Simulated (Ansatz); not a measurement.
**A barrier at the coupled-cluster level**

Start structure (CH₆FSi, doublet), relaxed at PBE0-D4/def2-TZVP:

F1  (0.333, -0.419, -1.426)
C2  (-0.574, 0.616, -1.513)
Si3  (0.856, -0.936, 1.700)
H4  (-1.474, 0.349, -0.956)
H5  (-0.820, 0.782, -2.564)
H6  (-0.126, 1.517, -1.087)
H7  (1.101, -1.183, 3.147)
H8  (-0.575, -1.165, 1.370)
H9  (1.278, 0.440, 1.329)
(Å)

The step: CH₃F ([CH3][F]) + SiH₃ → SiH₃F ([F][SiH3]) + CH₃; bonds formed: F1–Si3; bonds broken: F1–C2. Ansatz 0.2.0; basis: def2-TZVPP and def2-QZVPP; cores frozen in the correlated methods; orbitals are unrestricted. Extrapolation: Hartree–Fock as exp(−7.88 √X), correlation as X^−2.97. Energies below are by CCSD(T) at an estimated basis limit (MP2 extrapolated from triple and quadruple zeta, plus CCSD(T) − MP2 in triple zeta).

Q: What are the electronic barrier and the energy of the step, from the start structure to the end structure? (An estimate is asked for; the value comes from the calculation.)

A: By the calculation: Barrier 105.4 kJ/mol; step energy -164.8 kJ/mol (downhill); reverse barrier, their difference, 270.1 kJ/mol. Barrier and step energy count from the start structure, the reverse barrier from the end structure.

The saddle point: One imaginary mode of 851i cm⁻¹.
```
  pair  start (Å)  saddle (Å)  end (Å)
F1–Si3       3.21        1.99     1.60
 F1–C2       1.38        1.65     3.38
```

Zero-point energy (harmonic, PBE0-D4): ZPE is 161.6 kJ/mol at the start and 156.6 kJ/mol at the saddle, so the barrier goes from 105.4 to 100.4 kJ/mol.

The T1 diagnostic stays at or below 0.025. ⟨S²⟩ of the unrestricted Hartree–Fock references: 0.75 to 0.78 (a pure state has 0.75).

Radical steps of this kind take place in plasma deposition and etching.

Labels in which every atom is bracketed show which atoms are joined, not bond orders.

For scale, one of the runs: CCSD(T)/def2-TZVPP, 188 basis functions (an equivalent command: `ansatz run in.yaml --threads 4`). The run took 110 s on 4 CPU threads (shared host), with 5 GiB of host memory at its peak.
